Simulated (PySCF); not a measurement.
# Energy of Si (silicon, neutral) between two integer charges

The 3p alpha orbital of [Ne] 3s2 3p2 is emptied in steps (occupation f), with all orbitals relaxed, ending at [Ne] 3s2 3p1. All numbers are calculated (PySCF 2.14, the non-relativistic Hamiltonian (point nucleus), in aug-cc-pV(T+d)Z). The exact energy is a straight line in f; departures are measured from the line between the end points of the same method.

| f | UHF (eV) | LDA (eV) | PBE (eV) | PBE0 (eV) | r2SCAN (eV) | LC-wPBE (eV) | BHandHLYP (eV) | wB97X (eV) | TPSS (eV) | B3LYP (eV) |
| --- | --- | --- | --- | --- | --- | --- | --- | --- | --- | --- |
| 1 | 0.000 | 0.000 | 0.000 | 0.000 | 0.000 | 0.000 | 0.000 | 0.000 | 0.000 | 0.000 |
| 0.8 | 0.087 | -0.590 | -0.578 | -0.415 | -0.544 | -0.014 | -0.259 | -0.053 | -0.559 | -0.455 |
| 0.6 | 0.127 | -0.893 | -0.870 | -0.622 | -0.812 | -0.019 | -0.389 | -0.076 | -0.840 | -0.684 |
| 0.4 | 0.124 | -0.898 | -0.872 | -0.621 | -0.804 | -0.015 | -0.389 | -0.073 | -0.839 | -0.685 |
| 0.2 | 0.080 | -0.601 | -0.580 | -0.411 | -0.526 | -0.007 | -0.259 | -0.047 | -0.557 | -0.456 |
| 0 | 0.000 | 0.000 | 0.000 | 0.000 | 0.000 | 0.000 | 0.000 | 0.000 | 0.000 | 0.000 |

Question: For B3LYP, how does the orbital energy at f = 1 compare with the removal energy?

Answer: −ε = 5.292 eV against a total-energy difference of 8.118 eV. By Janak's theorem ε = ∂E/∂f, so the gap between them reflects the curvature. Along the path −ε is 6.404 (f = 0.8), 7.540 (f = 0.6), 8.688 (f = 0.4), 9.834 (f = 0.2) eV.

```tsv
method	E(f=0) − E(f=1) (eV)	−ε at f=1 (eV)	−ε at f=0.4 (eV)
UHF	7.639	8.199	7.520
LDA	8.240	4.584	8.964
PBE	8.199	4.611	8.927
PBE0	8.220	5.633	8.751
r2SCAN	8.324	4.922	9.048
LC-wPBE	8.305	8.213	8.339
BHandHLYP	7.984	6.372	8.309
wB97X	8.072	7.736	8.149
TPSS	8.205	4.729	8.915
B3LYP	8.118	5.292	8.688
```

Reference removal energy between the ground levels: 8.152 eV (measured; NIST Atomic Spectra Database, ionization energies). The calculation has no spin-orbit coupling. UHF lacks correlation.
